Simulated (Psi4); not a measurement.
# MP2/def2-TZVPP run of CH3Cl (chloromethane)

Aim: the energy change on altering one bond length of CH3Cl (chloromethane) at MP2/def2-TZVPP, from 2 runs. 

The calculation is run with Psi4 1.11.

2 further runs of the same task are left out: 2 set aside as unsound or not needed.

## (1) The structure to begin with

CH3Cl has 5 atoms, charge 0, and is taken as a singlet. As SMILES, `CCl`. The coordinates come from a PBE0-D4/def2-TZVP relaxation.

Bond lengths: C1–Cl2 1.773 Å, C1–H3 1.087 Å, C1–H4 1.088 Å, C1–H5 1.088 Å. Angles: Cl2–C1–H3 108.7°, Cl2–C1–H4 108.7°, Cl2–C1–H5 108.6°, H3–C1–H4 110.3°, H3–C1–H5 110.3°, H4–C1–H5 110.3°.

## (2) The energy at MP2/def2-TZVPP

Input file ch3cl.xyz:

```xyz
5
CH3Cl
C     -0.120900     0.010000     0.051300
Cl     1.469400    -0.290800    -0.672500
H     -0.284800    -0.715400     0.844700
H     -0.880000    -0.097100    -0.720100
H     -0.133800     1.019700     0.455100
```

Input file run_ase.py:

```python
import numpy as np
from ase.calculators.psi4 import Psi4
from ase.io import read

mol = read('ch3cl.xyz')
calc = Psi4(atoms=mol, method='mp2', basis='def2-TZVPP', memory='1600MB', num_threads=1, charge=0, multiplicity=1, label='psi4-calc')
calc.psi4.set_options({'puream': True, 'e_convergence': 1e-09, 'd_convergence': 1e-08, 'scf_type': 'pk', 'num_frozen_docc': 6, 'mp2_type': 'conv'})
mol.calc = calc

print(f'energy: {mol.get_potential_energy():.6f} eV')
```

Started as:

```bash
$ python run_ase.py
```

psi4-calc.dat (excerpt; [...] marks lines left out):

```text
[...]
  Running in c1 symmetry.
[...]
  Nuclear repulsion =   51.538287153676670
[...]
  Multiplicity = 1
[...]
  Nalpha       = 13
  Nbeta        = 13
[...]
    Number of basis functions: 115
[...]
   @RHF iter   1:  -499.10820664789412   -3.76451e-01   2.11213e-03 DIIS/ADIIS
[...]
   @RHF iter  10:  -499.14095338994821   -2.63753e-11   5.07683e-09 DIIS
[...]
    Orbital Energies [Eh]
    ---------------------
    Doubly Occupied:
       1A   -104.820430     2A    -11.287984     3A    -10.548538
       4A     -8.015535     5A     -8.013969     6A     -8.013969
       7A     -1.128638     8A     -0.912579     9A     -0.616726
      10A     -0.616694    11A     -0.546993    12A     -0.433951
      13A     -0.433945
[...]
  @RHF Final Energy:  -499.14095338994821
   => Energetics <=
    Nuclear Repulsion Energy =             51.5382871536766700
    One-Electron Energy =                -790.5785766574852005
    Two-Electron Energy =                 239.8993361138602722
    Total Energy =                       -499.1409533899482085
[...]
 Multipole Moments:
 ------------------------------------------------------------------------------------
     Multipole            Electronic (a.u.)      Nuclear  (a.u.)        Total (a.u.)
 ------------------------------------------------------------------------------------
 L = 1.  Multiply by 2.5417464519 to convert [e a0] to [Debye]
 Dipole X            :          3.6727651           -4.4075765           -0.7348113
 Dipole Y            :         -0.6948390            0.8338383            0.1389992
 Dipole Z            :         -1.6714600            2.0058950            0.3344350
 Magnitude           :                                                    0.8192162
[...]
	SCS-MP2 Total Energy (a.u.)        :  -499.51553293132520
	SOS-MP2 Total Energy (a.u.)        :  -499.48741987102153
	SCSN-MP2 Total Energy (a.u.)       :  -499.28939034835173
[...]
	SOS-PI-MP2 Total Energy (a.u.)     :  -499.54516428453377
[...]
	MP2 Total Energy (a.u.)            :  -499.51401463842041
[...]
```

The script printed:

```text
energy: -13592.468677 eV
```

Wall time 12 s (1 thread of Intel Xeon Platinum 8259CL at 2.50GHz (Skylake/Cascade Lake), shared host); peak memory 0.9 GiB.

## (3) The distorted shape at the same level

Input file job.in:

```
memory 1600 MB

molecule mol {
  C     -0.038947     0.372715    -0.345416
  Cl     1.551353     0.071915    -1.069216
  H     -0.284800    -0.715400     0.844700
  H     -0.798047     0.265615    -1.116816
  H     -0.051847     1.382415     0.058384
  symmetry c1
  no_reorient
  no_com
}

set {
  puream          true
  e_convergence   1e-09
  d_convergence   1e-08
  scf_type        pk
  num_frozen_docc 6
  mp2_type        conv
}

e, wfn = energy("mp2/def2-TZVPP", return_wfn=True)
```

Started as:

```bash
$ psi4 -n 1 job.in job.out
```

job.out (excerpt; [...] marks lines left out):

```text
[...]
  Running in c1 symmetry.
[...]
  Nuclear repulsion =   49.878094307413228
[...]
  Multiplicity = 1
[...]
  Nalpha       = 13
  Nbeta        = 13
[...]
    Number of basis functions: 115
[...]
   @RHF iter   1:  -499.01663485438434   -5.18692e-01   1.99973e-03 ADIIS/DIIS
[...]
   @RHF iter  11:  -499.05376071858001   -8.92442e-12   5.36558e-09 DIIS
[...]
    Orbital Energies [Eh]
    ---------------------
    Doubly Occupied:
       1A   -104.831656     2A    -11.338489     3A    -10.559272
       4A     -8.026215     5A     -8.024668     6A     -8.024627
       7A     -1.131723     8A     -0.892345     9A     -0.628097
      10A     -0.566470    11A     -0.519054    12A     -0.442380
      13A     -0.409203
[...]
  @RHF Final Energy:  -499.05376071858001
   => Energetics <=
    Nuclear Repulsion Energy =             49.8780943074132281
    One-Electron Energy =                -787.0753121972996951
    Two-Electron Energy =                 238.1434571713064656
    Total Energy =                       -499.0537607185800084
[...]
 Multipole Moments:
 ------------------------------------------------------------------------------------
     Multipole            Electronic (a.u.)      Nuclear  (a.u.)        Total (a.u.)
 ------------------------------------------------------------------------------------
 L = 1.  Multiply by 2.5417464519 to convert [e a0] to [Debye]
 Dipole X            :        -47.8576425           47.2518931           -0.6057494
 Dipole Y            :         -8.0414130            8.2986850            0.2572721
 Dipole Z            :         38.8093735          -38.6692767            0.1400968
 Magnitude           :                                                    0.6728657
[...]
	SCS-MP2 Total Energy (a.u.)        :  -499.43711724989498
	SOS-MP2 Total Energy (a.u.)        :  -499.40880343541505
	SCSN-MP2 Total Energy (a.u.)       :  -499.20325765903414
[...]
	SOS-PI-MP2 Total Energy (a.u.)     :  -499.46797722155418
[...]
	MP2 Total Energy (a.u.)            :  -499.43457109271571
[...]
```

It took 12 s on 1 thread of Intel Xeon Platinum 8259CL at 2.50GHz (Skylake/Cascade Lake), shared host; peak memory 0.88 GiB.

## (4) Summary of results

Level: MP2/def2-TZVPP, 6 core orbitals frozen.

| quantity | value |
| --- | --- |
| first shape: total energy | -499.51401 Eh |
| first shape: HOMO energy (Hartree–Fock orbitals) | -11.81 eV |
| first shape: LUMO energy (Hartree–Fock orbitals) | 3.89 eV |
| first shape: HOMO–LUMO gap (Hartree–Fock orbitals) | 15.70 eV |
| first shape: correlation energy (6 core orbitals frozen) | -373.1 mEh |
| distorted shape: total energy | -499.43457 Eh |
| distorted shape: HOMO energy (Hartree–Fock orbitals) | -11.13 eV |
| distorted shape: LUMO energy (Hartree–Fock orbitals) | 2.60 eV |
| distorted shape: HOMO–LUMO gap (Hartree–Fock orbitals) | 13.73 eV |
| distorted shape: correlation energy (6 core orbitals frozen) | -380.8 mEh |
| energy change with the C1–H3 bond stretched from 1.087 to 1.631 Å | 2.162 eV |

With the C1–H3 bond stretched from 1.087 to 1.631 Å the energy rises by 2.16 eV (50 kcal/mol). The first shape isn't relaxed at this level, so the change isn't measured from a minimum.
